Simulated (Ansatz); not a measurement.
This Ansatz (a first-principles code) input (CCSD(T)/6-31G**) gives -116.31572 Eh with 65 basis functions. A basis named .json is the Basis Set Exchange file of that set (core-valence sets with the plain set on hydrogen).

Ansatz 0.2 input:
```yaml
crystal:
  periodic: [false, false, false]
  atoms:
    - {symbol: C, position_ang: [-0.00105023, -0.00044593, 0.21807837]}
    - {symbol: C, position_ang: [-0.00682676, -0.00289863, 1.41756777]}
    - {symbol: C, position_ang: [0.00595226, 0.00252732, -1.23597935]}
    - {symbol: H, position_ang: [-0.01194066, -0.00506999, 2.47946412]}
    - {symbol: H, position_ang: [0.01516829, 1.02317495, -1.62370089]}
    - {symbol: H, position_ang: [0.88736845, -0.51296496, -1.62264162]}
    - {symbol: H, position_ang: [-0.87904773, -0.50023658, -1.63112234]}
basis:
  gaussian:
    orbitals: 6-31G__.json
magnetization: {spin_polarized: false}
correlation: {method: ccsd_t, electrons: outside_noble_gas}
```

Change:
```diff
- orbitals: 6-31G__.json
+ orbitals: 6-31G
```

Problem. What does the run give now?

Solution. -116.12615 Eh (CCSD(T)/6-31G, 35 functions), a change of +189.57 mEh.
